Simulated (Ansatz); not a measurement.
`FCC=C(F)F`. Charge 0, multiplicity 1.

```xyz
9

F     0.744    1.152   -1.261
C     0.798    0.867    0.081
C    -0.108   -0.247    0.471
C    -0.916   -0.938   -0.308
F    -1.093   -0.787   -1.595
F    -1.684   -1.913    0.134
H     1.835    0.615    0.331
H     0.532    1.779    0.630
H    -0.107   -0.529    1.517
```

Question: Give the diagnostics of a CCSD(T)/def2-TZVPP run (frozen core, Ansatz 0.2.0). (Estimate.)

Answer: Ansatz gave: T1 = 0.0119, largest single amplitude 0.029, largest double 0.094, (T) share of the correlation energy 3.4 %, 9 CCSD cycles. The RHF solution is stable towards an unrestricted one. T1 lies under the customary mark of 0.02 for closed shells.
